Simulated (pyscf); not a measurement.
**Four-centre exchange: `[OH][Zn][OH]` + `[NH3]` → `[OH][Zn][OH]` + `[NH3]`**

Gas phase, singlet surface, charge 0. Bonds broken: O1–H7, H4–N6. Bonds formed: O1–H4, N6–H7. Single points on ωB97X-D3(BJ)/def2-SVP structures (PySCF, gas phase).

Transition state (Å):

```xyz
9

O     -1.2969    -0.4283    -0.8608
Zn    -1.5359    -1.8589     0.1042
O     -1.7103    -3.2797     1.1611
H     -1.2414     0.9510    -0.5527
H     -2.3373    -3.9381     0.8446
N     -0.2812     1.5740    -0.7896
H     -0.1944     0.4372    -1.0481
H     -0.3264     2.2299    -1.5661
H      0.2640     1.9361    -0.0110
```

One imaginary mode, 1831i cm⁻¹; descent along it reached the two sides named, in the forms told below.

```
bond   change  reactant side (Å)  saddle  product side
-----  ------  -----------------  ------  ------------
O1–H7  breaks              0.975   1.414           3.3
H4–N6  breaks              1.020   1.169         1.996
O1–H4   forms                3.4   1.414         0.975
N6–H7   forms              1.981   1.169         1.020
```

Electronic energies relative to the separated reactants (kcal/mol):

```json
[
 {"level": "ωB97X-D3(BJ)/def2-TZVP", "barrier": "39.7", "reaction energy": "0.0", "reverse barrier": "39.7"},
 {"level": "PBE/def2-TZVP", "barrier": "30.1", "reaction energy": "0.0", "reverse barrier": "30.1"},
 {"level": "r²SCAN/def2-TZVP", "barrier": "33.7", "reaction energy": "0.0", "reverse barrier": "33.7"},
 {"level": "B3LYP-D3(BJ)/def2-TZVP", "barrier": "36.4", "reaction energy": "0.0", "reverse barrier": "36.4"},
 {"level": "PBE0-D3(BJ)/def2-TZVP", "barrier": "35.0", "reaction energy": "0.0", "reverse barrier": "35.0"},
 {"level": "M06-2X/def2-TZVP", "barrier": "38.8", "reaction energy": "0.0", "reverse barrier": "38.8"},
 {"level": "ωB97M-D3(BJ)/def2-TZVP", "barrier": "38.9", "reaction energy": "0.0", "reverse barrier": "38.9"},
 {"level": "HF/def2-TZVP", "barrier": "60.1", "reaction energy": "0.0", "reverse barrier": "60.1"}
]
```

With ωB97M-D3(BJ)/def2-TZVP energies and thermal terms (ideal gas, 1 atm, RRHO with modes under 100 cm⁻¹ raised to 100, one conformer, R ln 2 for chiral ones without a mode under 150 cm⁻¹), in kcal/mol:

```csv
T (K),ΔH‡,ΔG‡,ΔH,ΔG
298,36.9,46.5,0.0,0.0
600,36.9,56.2,0.0,0.0
900,37.4,65.8,0.0,0.0
1200,38.2,75.1,0.0,0.0
```

On the reactant side the descent ends in a complex, 6.4 kcal/mol under the separated species and 46.0 kcal/mol under the saddle at ωB97X-D3(BJ)/def2-TZVP. On the product side the descent ends in a complex (not fully relaxed), 6.4 kcal/mol under the separated species and 46.0 kcal/mol under the saddle at ωB97X-D3(BJ)/def2-TZVP. The same reactants have a lower exit, to H₂N–Zn–OH + H₂O (highest point, the separated products, at +5.4 kcal/mol at ωB97M-D3(BJ)/def2-TZVP, against +38.9 kcal/mol here). This is the saddle that the search found; another between the same sides may lie lower. Elements up to Kr have no core potential and no relativistic terms here.
